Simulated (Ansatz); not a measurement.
**CH5FSi (SMILES C[SiH2]F) at CCSD(T)/6-311+G(d,p)**

Aim: the vertical electron affinity of CH5FSi at CCSD(T)/6-311+G**, from 2 runs. 

The calculation is run with Ansatz 0.2.0.

74 further runs of the same task are left out: 1 that didn't finish, 73 set aside as unsound or not needed.

## (1) The structure to begin with

The species is CH5FSi (8 atoms), meant as a singlet with charge 0. SMILES: `C[SiH2]F`. The shape is that of a PBE0-D4/def2-TZVP optimisation.

Bond lengths: C1–Si2 1.853 Å, Si2–F3 1.604 Å, C1–H4 1.092 Å, C1–H5 1.094 Å, C1–H6 1.092 Å, Si2–H7 1.485 Å, Si2–H8 1.485 Å. Some angles: C1–Si2–F3 109.4°, C1–Si2–H7 111.5°, C1–Si2–H8 111.5°, F3–Si2–H7 107.3°, F3–Si2–H8 107.3°, Si2–C1–H4 111.0°, Si2–C1–H5 110.1°, Si2–C1–H6 111.1°, H7–Si2–H8 109.7°, H4–C1–H5 108.1°.

## (2) The energy at CCSD(T)/6-311+G(d,p)

Input file molecule.yaml:

```yaml
basis:
  gaussian: {orbitals: 6-311+G_st__st_-spherical.json}
crystal:
  periodic: [false, false, false]
  atoms:
    - {symbol: C, position_ang: [-0.521400, 0.700300, -0.437000]}
    - {symbol: Si, position_ang: [0.448400, -0.642000, 0.395200]}
    - {symbol: F, position_ang: [1.946500, -0.649600, -0.178800]}
    - {symbol: H, position_ang: [-0.562400, 0.542500, -1.517100]}
    - {symbol: H, position_ang: [-1.546700, 0.713200, -0.056500]}
    - {symbol: H, position_ang: [-0.077200, 1.680300, -0.248400]}
    - {symbol: H, position_ang: [0.538700, -0.420800, 1.860700]}
    - {symbol: H, position_ang: [-0.133700, -1.981200, 0.126000]}
correlation: {method: ccsd_t, frozen_orbitals: {C: 1, F: 1, H: 0, Si: 5}}
accuracy: high
scf: {omitted_lower_state_checks: [cluster_reference, increment]}
```

The basis set 6-311+G** is read from a file made from the Basis Set Exchange's data (not shown).

Started as:

```sh
$ ansatz run molecule.yaml --threads 1 --pin off --max-ram 3480MiB --events-out events.jsonl --progress --plain --runs-dir runs
```

Log, cut to the lines that bear on the results:

```text
Warning: RAYON_NUM_THREADS=1 ignored (pool sized by the plan → 1); use --threads N
Functional definition: HF
  name "HF"
[...]
1999 factors; integrals over basis functions are off by at most 5.8e-9 eV
[...]
mean field -11680.89135117 eV, -429.2648395629 hartree, gradient 5.7e-8 eV, S^2 0.000000; 0 other end points of the search recorded, 0 dependent functions left out
7 core orbitals not correlated: weight in the atoms' cores, before any rotation towards them, 1.000 or more for the frozen orbitals, at most 0.000 for the correlated occupied ones
reference -11680.89135117 eV, -429.2648395629 hartree; 10, 10 occupied and 87, 87 virtual orbitals, 1999 factors
second order -12.73014731 eV of doubles, -0.00000000 eV of singles
cycle   1  -13.20218830 eV  change   -4.7e-1 eV  update   7.9e-2
[...]
cycle  19  -13.61728487 eV  change  -3.3e-10 eV  update   2.1e-9
perturbative correction -0.34199199 eV, -0.0125679738 hartree
Total energy: -11694.85062803 eV, -429.7778335257 hartree
Checks for a lower state left out: cluster_reference, increment
```

Run time: 15 s. Hardware: 1 thread of Intel Xeon 6975P-C (Granite Rapids), shared host; peak memory 0.76 GiB.

## (3) The doublet anion, same level

Input file job.yaml:

```yaml
crystal:
  periodic: [false, false, false]
  atoms:
    - symbol: C
      position_ang: [-0.521400, 0.700300, -0.437000]
    - symbol: Si
      position_ang: [0.448400, -0.642000, 0.395200]
    - symbol: F
      position_ang: [1.946500, -0.649600, -0.178800]
    - symbol: H
      position_ang: [-0.562400, 0.542500, -1.517100]
    - symbol: H
      position_ang: [-1.546700, 0.713200, -0.056500]
    - symbol: H
      position_ang: [-0.077200, 1.680300, -0.248400]
    - symbol: H
      position_ang: [0.538700, -0.420800, 1.860700]
    - symbol: H
      position_ang: [-0.133700, -1.981200, 0.126000]
basis:
  gaussian: {orbitals: 6-311+G_st__st_-spherical.json}
total_charge: -1
magnetization: {spin_polarized: true, initial_magnetization: 1}
correlation: {method: ccsd_t, frozen_orbitals: {C: 1, F: 1, H: 0, Si: 5}}
accuracy: high
scf: {omitted_lower_state_checks: [cluster_reference, increment]}
```

The basis set 6-311+G** is read from a file made from the Basis Set Exchange's data (not shown).

Started as:

```sh
$ ansatz run job.yaml --threads 1 --pin off --max-ram 3480MiB --events-out events.jsonl --progress --plain --runs-dir runs
```

Log, cut to the lines that bear on the results:

```text
Warning: RAYON_NUM_THREADS=1 ignored (pool sized by the plan → 1); use --threads N
[... 2 set-up lines as earlier in the session ...]
[...]
1999 factors; integrals over basis functions are off by at most 5.8e-9 eV
[...]
mean field -11679.39072317 eV, -429.2096925011 hartree, gradient 4.9e-8 eV, S^2 0.750482; 12 other end points of the search recorded, 0 dependent functions left out
7 core orbitals not correlated: weight in the atoms' cores, before any rotation towards them, 1.000 or more for the frozen orbitals, at most 0.000 for the correlated occupied ones
reference -11679.39072317 eV, -429.2096925011 hartree; 11, 10 occupied and 86, 87 virtual orbitals, 1999 factors
second order -12.94604395 eV of doubles, -0.00000000 eV of singles
cycle   1  -13.42073609 eV  change   -4.7e-1 eV  update   8.8e-2
[...]
cycle  34  -13.86109561 eV  change   2.8e-10 eV  update   1.5e-9
perturbative correction -0.37067385 eV, -0.0136220127 hartree
Total energy: -11693.62249262 eV, -429.7327003819 hartree
Checks for a lower state left out: cluster_reference, increment
```

Run time: 69 s. Hardware: 1 thread of Intel Xeon 6975P-C (Granite Rapids), shared host; peak memory 1.6 GiB.

## (4) Outcome

At CCSD(T)/6-311+G**, 7 core orbitals frozen:

```
                                                   quantity          value
                               singlet CH5FSi: total energy  -429.77783 Eh
singlet CH5FSi: correlation energy (7 core orbitals frozen)     -513.0 mEh
                             singlet CH5FSi: (T) correction     -12.57 mEh
                              singlet CH5FSi: T1 diagnostic          0.010
                                doublet anion: total energy  -429.73270 Eh
 doublet anion: correlation energy (7 core orbitals frozen)     -523.0 mEh
                              doublet anion: (T) correction     -13.62 mEh
           doublet anion: ⟨S²⟩ of the reference determinant          0.750
                               doublet anion: T1 diagnostic          0.025
          vertical electron affinity (to the doublet anion)      -1.228 eV
```

The anion lies 1.23 eV (28 kcal/mol) above the neutral: the electron isn't bound at this level, and such a value depends on the basis. The triples (singlet CH5FSi) make up 2.4 % of the correlation energy. The triples (doublet anion) make up 2.6 % of the correlation energy.
